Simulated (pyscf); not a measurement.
H₃C–Si(OH)(OH)–OH + H• -> H₃C–Si(O•)(OH)–OH + H₂ (hydrogen abstraction; doublet surface; H–O broken, H–H formed). PySCF, gas phase, ωB97X-D3(BJ)/def2-SVP geometries. Rate constants from transition-state theory, ωB97M-D3(BJ)/def2-TZVP energies (ideal gas, 1 atm, RRHO with modes under 100 cm⁻¹ raised to 100, one conformer, R ln 2 for chiral ones without a mode under 150 cm⁻¹; no tunnelling), k in cm³ molecule⁻¹ s⁻¹.

| T (K) | 1000/T | log10 k |
|---|---|---|
| 298 | 3.354 | -24.98 |
| 600 | 1.667 | -17.71 |
| 900 | 1.111 | ? |
| 1200 | 0.833 | -13.89 |

Question: Fit an Arrhenius line to the three values, give the activation energy, and predict k at 900 K.

Answer: Least squares gives log10 k = -10.30 − 4.39 × 1000/T, so Ea = 4.39 × ln 10 × 1.987 = 20.1 kcal/mol, against an electronic barrier of 20.2. At 900 K the line gives -15.18; the computed value is -15.20 (ΔG‡ = 39.4 kcal/mol), close to the line. One saddle was located; it need not be the lowest between these sides. The angle at the transferred H is 160°.
